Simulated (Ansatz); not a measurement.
CH5Si (SMILES [CH2][SiH3]): the energy, rung by rung

CH5Si has 7 atoms, charge 0, and is taken as a doublet. SMILES: `[CH2][SiH3]`. The coordinates come from a PBE0-D4/def2-TZVP relaxation.

```xyz
7

C    -0.1726   -1.1030    0.0474
Si    0.1323    0.7098   -0.0290
H    -1.1390   -1.5222    0.3085
H     0.5883   -1.8348   -0.2038
H    -0.1912    1.2566   -1.3791
H    -0.7197    1.4201    0.9618
H     1.5631    1.0056    0.2485
```

Each level gives the energy change with the C1–Si2 bond stretched from 1.840 to 2.760 Å (eV). The values are calculated.

```json
{"level": "UHF/STO-3G", "kind": "Hartree–Fock", "program": "Ansatz", "value (eV)": "3.59", "less FCI/STO-3G": "+0.09", "CPU time (all runs)": "0.31 s"}
{"level": "USVWN5/STO-3G", "kind": "LDA", "program": "Ansatz", "value (eV)": "3.95", "less FCI/STO-3G": "+0.45", "CPU time (all runs)": "2.4 s"}
{"level": "UBLYP/STO-3G", "kind": "GGA", "program": "Ansatz", "value (eV)": "3.50", "less FCI/STO-3G": "0.00", "CPU time (all runs)": "4.1 s"}
{"level": "U-r2SCAN0/STO-3G", "kind": "hybrid meta-GGA", "program": "Ansatz", "value (eV)": "4.03", "less FCI/STO-3G": "+0.53", "CPU time (all runs)": "12 s"}
{"level": "U-wB97X/STO-3G", "kind": "range-separated hybrid", "program": "Ansatz", "value (eV)": "4.13", "less FCI/STO-3G": "+0.63", "CPU time (all runs)": "22 s"}
{"level": "UB2PLYP/STO-3G", "kind": "double hybrid", "program": "Ansatz", "value (eV)": "4.00", "less FCI/STO-3G": "+0.50", "CPU time (all runs)": "5.2 s"}
{"level": "RPA@PBE/STO-3G", "kind": "RPA", "program": "Ansatz", "value (eV)": "3.64", "less FCI/STO-3G": "+0.14", "CPU time (all runs)": "5.6 s"}
{"level": "UBCCD(T)/STO-3G", "kind": "coupled cluster or CI", "program": "Ansatz", "value (eV)": "3.53", "less FCI/STO-3G": "+0.03", "CPU time (all runs)": "0.73 s"}
{"level": "FCI/STO-3G", "kind": "exact in the basis", "program": "Ansatz", "value (eV)": "3.50", "less FCI/STO-3G": "0.00", "CPU time (all runs)": "51 s"}
```

FCI/STO-3G is exact within its basis and frozen core, so for wave-function methods in that basis the difference is their error; functionals converge differently with the basis, so for them it is only a difference. The first shape isn't each level's own minimum. The values span 3.50 to 4.13 eV. Spin contamination of the reference (⟨S²⟩ at least 0.1 too high) touches UHF/STO-3G, U-r2SCAN0/STO-3G, U-wB97X/STO-3G, UB2PLYP/STO-3G, UBCCD(T)/STO-3G. All rows use very small basis sets, so none should be taken for the real molecule's value. Times are those of the runs behind each value, whatever else they computed, on shared processors of several kinds: orders of magnitude only.
